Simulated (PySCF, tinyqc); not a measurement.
Worked calculation (part 1 of 2): RHF in the sto-3g basis, for H2O, spin multiplicity 1. The lowest restricted solution is unstable here: a spin-polarised one lies 0.0001 hartree lower (PySCF). Computed by tinyqc, a small Python program that keeps every step (integrals from PySCF). Settings: charge = 0, multiplicity = 1, basis = sto-3g, energy threshold = 1e-10, iteration cap = 78, orthogonalisation = symmetric, start = random, DIIS depth = 8, DIIS from iteration = 3, method = RHF. Command: `OMP_NUM_THREADS=1 python tinyqc.py 28957 28958 out.jsonl` (the two numbers bound the seeds that draw the settings). One thread of a shared host (Intel(R) Xeon(R) Processor @ 2.60GHz), about 0.06 s of CPU time with the checks. Later iterations appear only in the table of the cycle.

## One-electron integrals

Geometry (angstrom):
```
atom         x          y         z
O     0.000000   0.000000  0.000000
H     0.000000   1.037000  0.721000
H     0.000000  -1.037000  0.721000
```

Basis sto-3g: exponents (1/bohr^2) and contraction coefficients of normalised primitives:
```
element  l (shell)    exponent  coefficient
O            s (1)  130.709320     0.154329
O            s (1)   23.808861     0.535328
O            s (1)    6.443608     0.444635
O            s (2)    5.033151    -0.099967
O            s (2)    1.169596     0.399513
O            s (2)    0.380389     0.700115
O            p (3)    5.033151     0.155916
O            p (3)    1.169596     0.607684
O            p (3)    0.380389     0.391957
H            s (1)    3.425251     0.154329
H            s (1)    0.623914     0.535328
H            s (1)    0.168855     0.444635
```

Overlap, kinetic and nuclear-attraction integrals over the contracted functions; the nuclear repulsion is the sum of Za Zb / Rab.

nuclear repulsion = 6.95881128 hartree

overlap S, order 1O 1s, 1O 2s, 1O 2px, 1O 2py, 1O 2pz, 2H 1s, 3H 1s:
```
[[1.000000, 0.236704, 0.000000, 0.000000, 0.000000, 0.026187, 0.026187],
 [0.236704, 1.000000, 0.000000, 0.000000, 0.000000, 0.298688, 0.298688],
 [0.000000, 0.000000, 1.000000, 0.000000, 0.000000, 0.000000, 0.000000],
 [0.000000, 0.000000, 0.000000, 1.000000, 0.000000, 0.228714, -0.228714],
 [0.000000, 0.000000, 0.000000, 0.000000, 1.000000, 0.159019, 0.159019],
 [0.026187, 0.298688, 0.000000, 0.228714, 0.159019, 1.000000, 0.105453],
 [0.026187, 0.298688, 0.000000, -0.228714, 0.159019, 0.105453, 1.000000]]
```

kinetic energy T (hartree), order 1O 1s, 1O 2s, 1O 2px, 1O 2py, 1O 2pz, 2H 1s, 3H 1s:
```
[[29.003200, -0.168011, 0.000000, 0.000000, 0.000000, -0.008226, -0.008226],
 [-0.168011, 0.808128, 0.000000, 0.000000, 0.000000, 0.026538, 0.026538],
 [0.000000, 0.000000, 2.528731, 0.000000, 0.000000, 0.000000, 0.000000],
 [0.000000, 0.000000, 0.000000, 2.528731, 0.000000, 0.086679, -0.086679],
 [0.000000, 0.000000, 0.000000, 0.000000, 2.528731, 0.060266, 0.060266],
 [-0.008226, 0.026538, 0.000000, 0.086679, 0.060266, 0.760032, -0.010831],
 [-0.008226, 0.026538, 0.000000, -0.086679, 0.060266, -0.010831, 0.760032]]
```

nuclear attraction V (hartree), order 1O 1s, 1O 2s, 1O 2px, 1O 2py, 1O 2pz, 2H 1s, 3H 1s:
```
[[-61.456413, -7.381427, 0.000000, 0.000000, -0.010180, -0.834443, -0.834443],
 [-7.381427, -9.888536, 0.000000, 0.000000, -0.126956, -2.173000, -2.173000],
 [0.000000, 0.000000, -9.773801, 0.000000, 0.000000, 0.000000, 0.000000],
 [0.000000, 0.000000, 0.000000, -9.858376, 0.000000, -1.447982, 1.447982],
 [-0.010180, -0.126956, 0.000000, 0.000000, -9.814685, -1.032502, -1.032502],
 [-0.834443, -2.173000, 0.000000, -1.447982, -1.032502, -4.797224, -0.573752],
 [-0.834443, -2.173000, 0.000000, 1.447982, -1.032502, -0.573752, -4.797224]]
```

core Hamiltonian H = T + V (hartree), order 1O 1s, 1O 2s, 1O 2px, 1O 2py, 1O 2pz, 2H 1s, 3H 1s:
```
[[-32.453213, -7.549438, 0.000000, 0.000000, -0.010180, -0.842669, -0.842669],
 [-7.549438, -9.080408, 0.000000, 0.000000, -0.126956, -2.146462, -2.146462],
 [0.000000, 0.000000, -7.245070, 0.000000, 0.000000, 0.000000, 0.000000],
 [0.000000, 0.000000, 0.000000, -7.329645, 0.000000, -1.361304, 1.361304],
 [-0.010180, -0.126956, 0.000000, 0.000000, -7.285954, -0.972237, -0.972237],
 [-0.842669, -2.146462, 0.000000, -1.361304, -0.972237, -4.037193, -0.584582],
 [-0.842669, -2.146462, 0.000000, 1.361304, -0.972237, -0.584582, -4.037193]]
```

## Two-electron integrals

Functions are numbered as in S; the eight-fold symmetry (ij|kl) = (ji|kl) = (kl|ij) leaves the list below.

Two-electron integrals (ij|kl) in chemists' order, unique and non-zero (hartree):
```
(11|11) 4.785065    (21|11) 0.741380    (21|21) 0.136873    (22|11) 1.118947
(22|21) 0.256633    (22|22) 0.817206    (31|31) 0.024477    (32|31) 0.037809
(32|32) 0.180518    (33|11) 1.115814    (33|21) 0.256684    (33|22) 0.817023
(33|33) 0.880159    (41|41) 0.024477    (42|41) 0.037809    (42|42) 0.180518
(43|43) 0.047444    (44|11) 1.115814    (44|21) 0.256684    (44|22) 0.817023
(44|33) 0.785270    (44|44) 0.880159    (51|51) 0.024477    (52|51) 0.037809
(52|52) 0.180518    (53|53) 0.047444    (54|54) 0.047444    (55|11) 1.115814
(55|21) 0.256684    (55|22) 0.817023    (55|33) 0.785270    (55|44) 0.785270
(55|55) 0.880159    (61|11) 0.082877    (61|21) 0.015190    (61|22) 0.028365
(61|33) 0.028311    (61|41) 0.000552    (61|42) 0.001048    (61|44) 0.028422
(61|51) 0.000384    (61|52) 0.000728    (61|54) 0.000077    (61|55) 0.028365
(61|61) 0.001706    (62|11) 0.231318    (62|21) 0.053850    (62|22) 0.193667
(62|33) 0.190196    (62|41) 0.003296    (62|42) 0.026787    (62|44) 0.197085
(62|51) 0.002291    (62|52) 0.018625    (62|54) 0.004789    (62|55) 0.193526
(62|61) 0.006104    (62|62) 0.060217    (63|31) 0.005258    (63|32) 0.031957
(63|43) 0.005348    (63|53) 0.003718    (63|63) 0.007972    (64|11) 0.147355
(64|21) 0.034711    (64|22) 0.133346    (64|33) 0.127532    (64|41) 0.007092
(64|42) 0.049084    (64|44) 0.142672    (64|51) 0.001275    (64|52) 0.011908
(64|54) 0.006808    (64|55) 0.129680    (64|61) 0.004080    (64|62) 0.050475
(64|64) 0.049833    (65|11) 0.102453    (65|21) 0.024134    (65|22) 0.092712
(65|33) 0.088670    (65|41) 0.001275    (65|42) 0.011908    (65|44) 0.091760
(65|51) 0.006145    (65|52) 0.040236    (65|54) 0.007496    (65|55) 0.097600
(65|61) 0.002837    (65|62) 0.035094    (65|64) 0.029105    (65|65) 0.028208
(66|11) 0.414269    (66|21) 0.097953    (66|22) 0.406175    (66|33) 0.391424
(66|41) 0.006781    (66|42) 0.078287    (66|44) 0.420953    (66|51) 0.004715
(66|52) 0.054431    (66|54) 0.020531    (66|55) 0.405698    (66|61) 0.011156
(66|62) 0.169847    (66|64) 0.162769    (66|65) 0.113169    (66|66) 0.774606
(71|11) 0.082877    (71|21) 0.015190    (71|22) 0.028365    (71|33) 0.028311
(71|41) -0.000552   (71|42) -0.001048   (71|44) 0.028422    (71|51) 0.000384
(71|52) 0.000728    (71|54) -0.000077   (71|55) 0.028365    (71|61) 0.001680
(71|62) 0.005903    (71|64) 0.003661    (71|65) 0.002747    (71|66) 0.010726
(71|71) 0.001706    (72|11) 0.231318    (72|21) 0.053850    (72|22) 0.193667
(72|33) 0.190196    (72|41) -0.003296   (72|42) -0.026787   (72|44) 0.197085
(72|51) 0.002291    (72|52) 0.018625    (72|54) -0.004789   (72|55) 0.193526
(72|61) 0.005903    (72|62) 0.046129    (72|64) 0.027264    (72|65) 0.026045
(72|66) 0.102357    (72|71) 0.006104    (72|72) 0.060217    (73|31) 0.005258
(73|32) 0.031957    (73|43) -0.005348   (73|53) 0.003718    (73|63) 0.005829
(73|73) 0.007972    (74|11) -0.147355   (74|21) -0.034711   (74|22) -0.133346
(74|33) -0.127532   (74|41) 0.007092    (74|42) 0.049084    (74|44) -0.142672
(74|51) -0.001275   (74|52) -0.011908   (74|54) 0.006808    (74|55) -0.129680
(74|61) -0.003661   (74|62) -0.027264   (74|64) -0.010762   (74|65) -0.015146
(74|66) -0.057228   (74|71) -0.004080   (74|72) -0.050475   (74|74) 0.049833
(75|11) 0.102453    (75|21) 0.024134    (75|22) 0.092712    (75|33) 0.088670
(75|41) -0.001275   (75|42) -0.011908   (75|44) 0.091760    (75|51) 0.006145
(75|52) 0.040236    (75|54) -0.007496   (75|55) 0.097600    (75|61) 0.002747
(75|62) 0.026045    (75|64) 0.015146    (75|65) 0.020319    (75|66) 0.062535
(75|71) 0.002837    (75|72) 0.035094    (75|74) -0.029105   (75|75) 0.028208
(76|11) 0.057456    (76|21) 0.013503    (76|22) 0.052908    (76|33) 0.051719
(76|44) 0.052825    (76|51) 0.000894    (76|52) 0.008772    (76|55) 0.054121
(76|61) 0.001512    (76|62) 0.016230    (76|64) 0.011960    (76|65) 0.010685
(76|66) 0.048459    (76|71) 0.001512    (76|72) 0.016230    (76|74) -0.011960
(76|75) 0.010685    (76|76) 0.005667    (77|11) 0.414269    (77|21) 0.097953
(77|22) 0.406175    (77|33) 0.391424    (77|41) -0.006781   (77|42) -0.078287
(77|44) 0.420953    (77|51) 0.004715    (77|52) 0.054431    (77|54) -0.020531
(77|55) 0.405698    (77|61) 0.010726    (77|62) 0.102357    (77|64) 0.057228
(77|65) 0.062535    (77|66) 0.254495    (77|71) 0.011156    (77|72) 0.169847
(77|74) -0.162769   (77|75) 0.113169    (77|76) 0.048459    (77|77) 0.774606
```

## Orthogonalisation

S = U s U^T; symmetric (Loewdin) form X = U s^(-1/2) U^T, so that X^T S X = 1.

eigenvalues of S: [0.530074, 0.619555, 0.893488, 1.000000, 1.096749, 1.274993, 1.585142]

X, order 1O 1s, 1O 2s, 1O 2px, 1O 2py, 1O 2pz, 2H 1s, 3H 1s:
```
[[1.023063, -0.131483, 0.000000, 0.000000, -0.004547, 0.015598, 0.015598],
 [-0.131483, 1.098647, 0.000000, 0.000000, 0.039842, -0.163691, -0.163691],
 [0.000000, 0.000000, 1.000000, 0.000000, 0.000000, 0.000000, 0.000000],
 [0.000000, 0.000000, 0.000000, 1.047079, 0.000000, -0.134289, 0.134289],
 [-0.004547, 0.039842, 0.000000, 0.000000, 1.020689, -0.085346, -0.085346],
 [0.015598, -0.163691, 0.000000, -0.134289, -0.085346, 1.073587, -0.035409],
 [0.015598, -0.163691, 0.000000, 0.134289, -0.085346, -0.035409, 1.073587]]
```

## Starting guess

The start is random orthonormal orbitals; D = 2 C_occ C_occ^T.

D at the start, order 1O 1s, 1O 2s, 1O 2px, 1O 2py, 1O 2pz, 2H 1s, 3H 1s:
```
[[1.817984, -0.320298, 0.131349, -0.170559, 0.495318, -0.336089, -0.342373],
 [-0.320298, 2.345023, -0.098373, 0.062437, -0.116361, -0.201564, -0.392061],
 [0.131349, -0.098373, 1.941851, 0.102301, -0.256828, 0.124359, 0.207234],
 [-0.170559, 0.062437, 0.102301, 1.827458, 0.666326, -0.103172, 0.139593],
 [0.495318, -0.116361, -0.256828, 0.666326, 0.802928, -0.394133, 0.613075],
 [-0.336089, -0.201564, 0.124359, -0.103172, -0.394133, 0.271941, -0.360575],
 [-0.342373, -0.392061, 0.207234, 0.139593, 0.613075, -0.360575, 1.652061]]
```

## Iteration 1: building the Fock matrix

J_ij = sum D_kl (ij|kl), K_ij = sum D_kl (ik|jl); F = H + J - 0.5 K; E = tr D H + tr D J / 2 - 0.25 tr D K + E_nn.

Coulomb J (hartree), order 1O 1s, 1O 2s, 1O 2px, 1O 2py, 1O 2pz, 2H 1s, 3H 1s:
```
[[16.291815, 3.123461, 0.002479, -0.013776, 0.022706, 0.346946, 0.347522],
 [3.123461, 7.972578, -0.004391, -0.108593, 0.082579, 1.852853, 1.939958],
 [0.002479, -0.004391, 7.983222, 0.008821, -0.021904, -0.001323, -0.003156],
 [-0.013776, -0.108593, 0.008821, 8.014056, 0.022113, 1.247677, -1.384194],
 [0.022706, 0.082579, -0.021904, 0.022113, 7.899724, 0.894680, 0.953901],
 [0.346946, 1.852853, -0.001323, 1.247677, 0.894680, 3.895285, 0.525840],
 [0.347522, 1.939958, -0.003156, -1.384194, 0.953901, 0.525840, 4.612046]]
```

exchange K (hartree), order 1O 1s, 1O 2s, 1O 2px, 1O 2py, 1O 2pz, 2H 1s, 3H 1s:
```
[[8.528615, 1.511306, 0.131938, -0.174057, 0.456714, 0.063938, 0.104598],
 [1.511306, 2.600915, 0.014215, -0.034715, 0.041638, 0.490997, 0.642378],
 [0.131938, 0.014215, 2.242624, 0.074175, -0.183229, 0.034016, 0.035159],
 [-0.174057, -0.034715, 0.074175, 2.151728, 0.384669, 0.364896, -0.472817],
 [0.456714, 0.041638, -0.183229, 0.384669, 1.351743, 0.081703, 0.387962],
 [0.063938, 0.490997, 0.034016, 0.364896, 0.081703, 0.296918, 0.059821],
 [0.104598, 0.642378, 0.035159, -0.472817, 0.387962, 0.059821, 1.405821]]
```

Fock matrix F (hartree), order 1O 1s, 1O 2s, 1O 2px, 1O 2py, 1O 2pz, 2H 1s, 3H 1s:
```
[[-20.425706, -5.181631, -0.063490, 0.073252, -0.215831, -0.527692, -0.547446],
 [-5.181631, -2.408288, -0.011498, -0.091236, -0.065195, -0.539108, -0.527693],
 [-0.063490, -0.011498, -0.383160, -0.028267, 0.069710, -0.018331, -0.020736],
 [0.073252, -0.091236, -0.028267, -0.391452, -0.170222, -0.296074, 0.213519],
 [-0.215831, -0.065195, 0.069710, -0.170222, -0.062102, -0.118408, -0.212316],
 [-0.527692, -0.539108, -0.018331, -0.296074, -0.118408, -0.290367, -0.088653],
 [-0.547446, -0.527693, -0.020736, 0.213519, -0.212316, -0.088653, -0.128057]]
```

total energy of this density = -69.33336612 hartree

## Iteration 1: diagonalisation and new density

Diagonalise F' = X^T F X, C = X C', fill 5 alpha and 5 beta electrons from the bottom; D = 2 C_occ C_occ^T. Each column has its largest component positive (the first on a tie).

F' = X^T F X (hartree):
```
[[-20.054457, -2.684373, -0.064369, 0.087975, -0.246287, 0.018141, 0.020557],
 [-2.684373, -1.440743, 0.004888, -0.110029, 0.030849, -0.220563, -0.265088],
 [-0.064369, 0.004888, -0.383160, -0.029921, 0.074317, -0.020207, -0.030466],
 [0.087975, -0.110029, -0.029921, -0.290218, -0.193360, -0.232791, 0.231337],
 [-0.246287, 0.030849, 0.074317, -0.193360, -0.010664, -0.077713, -0.244606],
 [0.018141, -0.220563, -0.020207, -0.232791, -0.077713, -0.113998, -0.006770],
 [0.020557, -0.265088, -0.030466, 0.231337, -0.244606, -0.006770, 0.079243]]
```

orbital energies (hartree): [-20.437120, -1.182405, -0.522801, -0.398117, -0.193922, 0.049850, 0.470519]

coefficients C, order 1O 1s, 1O 2s, 1O 2px, 1O 2py, 1O 2pz, 2H 1s, 3H 1s:
```
[[0.994500, -0.252113, 0.049721, -0.003556, 0.037618, 0.057461, 0.068266],
 [0.023708, 0.979495, -0.209744, 0.010466, -0.251000, -0.325047, -0.326741],
 [0.003098, -0.000511, 0.057185, 0.975235, 0.184565, -0.058731, -0.090131],
 [-0.003561, 0.147634, 0.755169, -0.021328, -0.038976, -0.526734, 0.510813],
 [0.012870, 0.027893, 0.234474, -0.219066, 0.677867, -0.309700, -0.631388],
 [-0.007335, 0.064016, 0.349003, 0.027151, 0.065716, 1.036579, -0.026288],
 [-0.007867, 0.045047, -0.200537, -0.022856, 0.613553, -0.008754, 0.887043]]
```

D after iteration 1, order 1O 1s, 1O 2s, 1O 2px, 1O 2py, 1O 2pz, 2H 1s, 3H 1s:
```
[[2.112982, -0.486546, 0.019055, -0.009209, 0.087409, -0.007412, -0.011979],
 [-0.486546, 2.134151, -0.097079, -0.008620, -0.387982, -0.053765, -0.136486],
 [0.019055, -0.097079, 1.976854, 0.030209, -0.150193, 0.117020, 0.158871],
 [-0.009209, -0.008620, 0.030209, 1.188127, 0.318783, 0.539786, -0.336374],
 [0.087409, -0.387982, -0.150193, 0.318783, 1.126831, 0.244245, 0.750098],
 [-0.007412, -0.053765, 0.117020, 0.539786, 0.244245, 0.262021, -0.054693],
 [-0.011979, -0.136486, 0.158871, -0.336374, 0.750098, -0.054693, 0.838552]]
```

## Iteration 2: building the Fock matrix

As before.

Coulomb J (hartree), order 1O 1s, 1O 2s, 1O 2px, 1O 2py, 1O 2pz, 2H 1s, 3H 1s:
```
[[17.386568, 3.276734, -0.003507, -0.002867, -0.006400, 0.363885, 0.363978],
 [3.276734, 8.149625, -0.015975, -0.036581, 0.019248, 1.904698, 1.935925],
 [-0.003507, -0.015975, 8.160859, 0.002419, -0.012200, -0.003080, -0.003547],
 [-0.002867, -0.036581, 0.002419, 8.148445, 0.014391, 1.298551, -1.347054],
 [-0.006400, 0.019248, -0.012200, 0.014391, 8.115904, 0.915353, 0.936248],
 [0.363885, 1.904698, -0.003080, 1.298551, 0.915353, 4.075916, 0.529201],
 [0.363978, 1.935925, -0.003547, -1.347054, 0.936248, 0.529201, 4.349666]]
```

exchange K (hartree), order 1O 1s, 1O 2s, 1O 2px, 1O 2py, 1O 2pz, 2H 1s, 3H 1s:
```
[[9.780918, 1.657931, 0.002401, -0.005218, 0.017011, 0.194404, 0.192109],
 [1.657931, 2.627703, -0.029939, 0.014636, -0.100136, 0.657448, 0.699410],
 [0.002401, -0.029939, 2.262500, 0.019594, -0.099579, 0.025091, 0.031370],
 [-0.005218, 0.014636, 0.019594, 1.893793, 0.201316, 0.539961, -0.498229],
 [0.017011, -0.100136, -0.099579, 0.201316, 1.762640, 0.328860, 0.464916],
 [0.194404, 0.657448, 0.025091, 0.539961, 0.328860, 0.642309, 0.147603],
 [0.192109, 0.699410, 0.031370, -0.498229, 0.464916, 0.147603, 1.057502]]
```

Fock matrix F (hartree), order 1O 1s, 1O 2s, 1O 2px, 1O 2py, 1O 2pz, 2H 1s, 3H 1s:
```
[[-19.957104, -5.101670, -0.004707, -0.000257, -0.025085, -0.575986, -0.574746],
 [-5.101670, -2.244635, -0.001006, -0.043899, -0.057639, -0.570488, -0.560242],
 [-0.004707, -0.001006, -0.215461, -0.007378, 0.037589, -0.015626, -0.019232],
 [-0.000257, -0.043899, -0.007378, -0.128096, -0.086267, -0.332733, 0.263365],
 [-0.025085, -0.057639, 0.037589, -0.086267, -0.051370, -0.221314, -0.268447],
 [-0.575986, -0.570488, -0.015626, -0.332733, -0.221314, -0.282431, -0.129182],
 [-0.574746, -0.560242, -0.019232, 0.263365, -0.268447, -0.129182, -0.216277]]
```

total energy of this density = -74.69972420 hartree

## Iteration 2: diagonalisation and new density

As before.

F' = X^T F X (hartree):
```
[[-19.586607, -2.661443, -0.005398, 0.005202, -0.044426, -0.037430, -0.034841],
 [-2.661443, -1.242039, 0.006718, -0.042390, 0.051127, -0.286979, -0.299585],
 [-0.005398, 0.006718, -0.215461, -0.008210, 0.041323, -0.018221, -0.024202],
 [0.005202, -0.042390, -0.008210, 0.022861, -0.094993, -0.338483, 0.303392],
 [-0.044426, 0.051127, 0.041323, -0.094993, 0.026510, -0.200625, -0.282319],
 [-0.037430, -0.286979, -0.018221, -0.338483, -0.200625, -0.050319, -0.040512],
 [-0.034841, -0.299585, -0.024202, 0.303392, -0.282319, -0.040512, 0.019562]]
```

orbital energies (hartree): [-19.965601, -1.040663, -0.435233, -0.266383, -0.216894, 0.356816, 0.542464]

coefficients C, order 1O 1s, 1O 2s, 1O 2px, 1O 2py, 1O 2pz, 2H 1s, 3H 1s:
```
[[0.994442, -0.242883, 0.036978, 0.084454, 0.027089, 0.071915, 0.046261],
 [0.023367, 0.914236, -0.164360, -0.418712, -0.138459, -0.399337, -0.249283],
 [0.000227, 0.002768, 0.003164, -0.227567, 0.970538, -0.063184, -0.047526],
 [0.000054, 0.063438, 0.601751, -0.054551, -0.011603, -0.491895, 0.721971],
 [0.002419, 0.074372, 0.136289, 0.663237, 0.092549, -0.598693, -0.476433],
 [-0.003715, 0.153999, 0.523935, 0.229687, 0.098740, 0.891564, -0.224876],
 [-0.003751, 0.126321, -0.354465, 0.529303, 0.178051, 0.177582, 0.849225]]
```

D after iteration 2, order 1O 1s, 1O 2s, 1O 2px, 1O 2py, 1O 2pz, 2H 1s, 3H 1s:
```
[[2.114283, -0.488011, 0.013485, 0.003952, 0.095802, 0.000697, 0.004012],
 [-0.488011, 2.115757, -0.074158, -0.032915, -0.489740, -0.110507, -0.145237],
 [0.013485, -0.074158, 1.987498, 0.006465, -0.120942, 0.091291, 0.103161],
 [0.003952, -0.032915, 0.006465, 0.738479, 0.098953, 0.622745, -0.472453],
 [0.095802, -0.489740, -0.120942, 0.098953, 0.945120, 0.488652, 0.657214],
 [0.000697, -0.110507, 0.091291, 0.622745, 0.488652, 0.721486, -0.054190],
 [0.004012, -0.145237, 0.103161, -0.472453, 0.657214, -0.054190, 0.906960]]
```
